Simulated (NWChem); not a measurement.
All runs are NWChem calculations. System: formaldehyde (CH2O), charge 0, spin multiplicity 1, at a geometry optimised with PBE0/def2-SVP. Level: B3LYP/def2-SVPD, VWN1-RPA local correlation.

Job file:

```
start mol
memory heap 200 mb stack 800 mb global 1000 mb
geometry units angstroms nocenter noautoz
  C      0.000000     0.000000     0.522802
  O      0.000000     0.000000    -0.673269
  H     -0.944428     0.000000     1.124670
  H      0.944428     0.000000     1.124670
  symmetry group C2v
end
basis spherical
  * library def2-svpd
end
dft
  xc b3lyp
  semidirect memsize 60000000 filesize 0
  iterations 100
end
property
  dipole
  response 1 0.0
end
task dft property
```

NWChem printed:

```
             Northwest Computational Chemistry Package (NWChem) 7.3.0
             --------------------------------------------------------

                                NWChem Input Module
                                -------------------

 Scaling coordinates for geometry "geometry" by  1.889725989
 (inverse scale =  0.529177249)

 Turning off AUTOSYM since
 SYMMETRY directive was detected!

                             Geometry "geometry" -> ""
                             -------------------------

 Output coordinates in angstroms (scale by  1.889725989 to convert to a.u.)

  No.       Tag          Charge          X              Y              Z
 ---- ---------------- ---------- -------------- -------------- --------------
    1 C                    6.0000     0.00000000     0.00000000     0.52280200
    2 O                    8.0000     0.00000000     0.00000000    -0.67326900
    3 H                    1.0000    -0.94442800     0.00000000     1.12467000
    4 H                    1.0000     0.94442800     0.00000000     1.12467000

 Effective nuclear repulsion energy (a.u.)      31.3560320609

            Nuclear Dipole moment (a.u.)
            ----------------------------
        X                 Y               Z
 ---------------- ---------------- ----------------
     0.0000000000     0.0000000000     0.0000000000

      Symmetry information
      --------------------

 Group name             C2v
 Group number             16
 Group order               4
 No. of unique centers     3

      Symmetry unique atoms

     1    2    3


 Summary of "ao basis" -> "" (spherical)
 ------------------------------------------------------------------------------
       Tag                 Description            Shells   Functions and Types
 ---------------- ------------------------------  ------  ---------------------
 *                         def2-svpd                  on all atoms

                              NWChem Property Module
                              ----------------------

                                 NWChem DFT Module
                                 -----------------

 Summary of "ao basis" -> "ao basis" (spherical)
 ------------------------------------------------------------------------------
       Tag                 Description            Shells   Functions and Types
 ---------------- ------------------------------  ------  ---------------------
 C                         def2-svpd                 8       20   4s2p2d
 O                         def2-svpd                 9       23   4s3p2d
 H                         def2-svpd                 4        8   2s2p

 Summary of "ao basis" -> "ao basis" (spherical)
 ------------------------------------------------------------------------------
       Tag                 Description            Shells   Functions and Types
 ---------------- ------------------------------  ------  ---------------------
 C                         def2-svpd                 8       20   4s2p2d
 O                         def2-svpd                 9       23   4s3p2d
 H                         def2-svpd                 4        8   2s2p

            General Information
            -------------------
          SCF calculation type: DFT
          Wavefunction type:  closed shell.
          No. of atoms     :     4
          No. of electrons :    16
           Alpha electrons :     8
            Beta electrons :     8
          Charge           :     0
          Spin multiplicity:     1
          Use of symmetry is: off; symmetry adaption is: off
[...]
    17      0.116936  1 C  d -1              50      0.103480  3 H  py
    58      0.103480  4 H  py                40      0.034219  2 O  d -1
    12      0.032846  1 C  d -1

 Vector   10  Occ=0.000000D+00  E= 1.896404D-02
              MO Center=  1.7D-07, -1.1D-07,  1.4D+00, r^2= 6.2D+00
   Bfn.  Coefficient  Atom+Function         Bfn.  Coefficient  Atom+Function
  ----- ------------  ---------------      ----- ------------  ---------------
     4      4.975729  1 C  s                 24     -2.286904  2 O  s
    45     -2.172960  3 H  s                 53     -2.172960  4 H  s
     3      2.047326  1 C  s                 33     -0.707751  2 O  pz
    49     -0.542470  3 H  px                57      0.542470  4 H  px
    51      0.475994  3 H  pz                59      0.475994  4 H  pz

 Vector   11  Occ=0.000000D+00  E= 7.939258D-02
              MO Center=  7.5D-06, -2.1D-08,  2.7D-01, r^2= 7.4D+00
   Bfn.  Coefficient  Atom+Function         Bfn.  Coefficient  Atom+Function
  ----- ------------  ---------------      ----- ------------  ---------------
    45      1.402399  3 H  s                 53     -1.402406  4 H  s
    31      1.177573  2 O  px                49      0.814358  3 H  px
    57      0.814356  4 H  px                19     -0.534153  1 C  d  1
     5     -0.337133  1 C  px                51     -0.325524  3 H  pz
    59      0.325519  4 H  pz                 8      0.306230  1 C  px

 center of mass
 --------------
 x =   0.00000000 y =   0.00000000 z =  -0.14031391

 moments of inertia (a.u.)
 ------------------
          46.117869619769           0.000000000000           0.000000000000
           0.000000000000          52.538098386157           0.000000000000
           0.000000000000           0.000000000000           6.420228766388

     Multipole analysis of the density
     ---------------------------------

     L   x y z        total         alpha         beta         nuclear
     -   - - -        -----         -----         ----         -------
     0   0 0 0     -0.000000     -8.000000     -8.000000     16.000000

     1   1 0 0     -0.000000     -0.000000     -0.000000      0.000000
     1   0 1 0      0.000000      0.000000      0.000000      0.000000
     1   0 0 1      0.940302      0.470151      0.470151      0.000000

     2   2 0 0     -8.770246     -7.570313     -7.570313      6.370381
     2   1 1 0     -0.000000     -0.000000     -0.000000      0.000000
     2   1 0 1      0.000000      0.000000      0.000000      0.000000
     2   0 2 0     -8.726204     -4.363102     -4.363102      0.000000
     2   0 1 1     -0.000000     -0.000000     -0.000000      0.000000
     2   0 0 2     -9.260703    -18.550407    -18.550407     27.840110

 *** CALLING NEW AORESP DRIVER FOR CLOSED AND OPEN SHELLS ***
 Entering AOResponse driver routine

--------------------------------------------------------------------------------

          ****************
          *** RESPONSE ***
          ****************

 Response module for NWChem and dynamic CPKS solver

          -----------------------------------------------
          Solving response equations for perturbing field
          -----------------------------------------------

 number of frequencies:     1
 frequency in a.u.:  0.0000000E+00
 Perturbing field: electric
 Using El. Dipole Length Gauge

 Setting up CPKS with frequency omega =      0.00000000 a.u.

 STATIC response

                                NWChem CPHF Module
                                ------------------

  scftype          =     RHF
  nclosed          =        8
  nopen            =        0
  variables        =      408
  # of vectors     =        3
  tolerance        = 0.10D-03
  level shift      = 0.00D+00
  max iterations   =       50
  max subspace     =       30

  int2e_file: Failed to allocate cache ... halving
 SCF residual:    3.6257337357278950E-004

Iterative solution of linear equations
  No. of variables      408
  No. of equations        3
  Maximum subspace       30
        Iterations       50
       Convergence  1.0D-04

   iter   nsub   residual    time
   ----  ------  --------  ---------
     1      3    6.64D+00       2.5
     2      6    3.83D+00       3.5
     3      9    1.56D-01       4.6
     4     12    5.25D-02       5.6
     5     15    2.40D-03       6.7
     6     18    4.31D-04       7.8
     7     21    4.84D-05       9.0

 Electric Dipole Response Matrix (nonzero elements):

              1        2        3
    1   18.0518   0.0000  -0.0000
    2    0.0000  12.8036   0.0000
    3   -0.0000   0.0000  22.3031

 ------------------------------------------
 average:        17.71950 + I       0.00000

 DFT Linear Response polarizability / au
 Frequency  =       0.0000000 / au
 Wavelength = -999999.0000000 / nm
              X              Y              Z
 -----------------------------------------------
 X      18.0517523      0.0000002     -0.0000005
 Y       0.0000002     12.8036138      0.0000003
 Z      -0.0000005      0.0000003     22.3031475
 -----------------------------------------------
 Eigenvalues =      18.0517523     12.8036138     22.3031475
 Isotropic   =      17.7195045
 Anisotropic =       8.2419190
 -----------------------------------------------

 Magnetic Dipole Response Matrix (nonzero elements):
 Optical rotation tensor Beta

 *** static G'=0. Use GPRIME input with finite omega
 *** or better ORBETA without GPRIME for small or zero freq.

 zero matrix

 ------------------------------------------
 average:         0.00000 + I       0.00000

 Exiting AOResponse driver routine

          -------------
          Dipole Moment
          -------------

 Center of charge (in au) is the expansion point
         X =       0.0000000 Y =       0.0000000 Z =       0.0000000

   Dipole moment        0.9403020809 A.U.
             DMX       -0.0000000357 DMXEFC        0.0000000000
             DMY        0.0000000334 DMYEFC        0.0000000000
             DMZ        0.9403020809 DMZEFC        0.0000000000
   -EFC- dipole         0.0000000000 A.U.
   Total dipole         0.9403020809 A.U.

   Dipole moment        2.3900275581 Debye(s)
             DMX       -0.0000000908 DMXEFC        0.0000000000
             DMY        0.0000000849 DMYEFC        0.0000000000
             DMZ        2.3900275581 DMZEFC        0.0000000000
   -EFC- dipole         0.0000000000 DEBYE(S)
   Total dipole         2.3900275581 DEBYE(S)

 1 a.u. = 2.541766 Debyes

 Task  times  cpu:        9.0s     wall:        9.0s

 Total times  cpu:        9.0s     wall:        9.0s
```
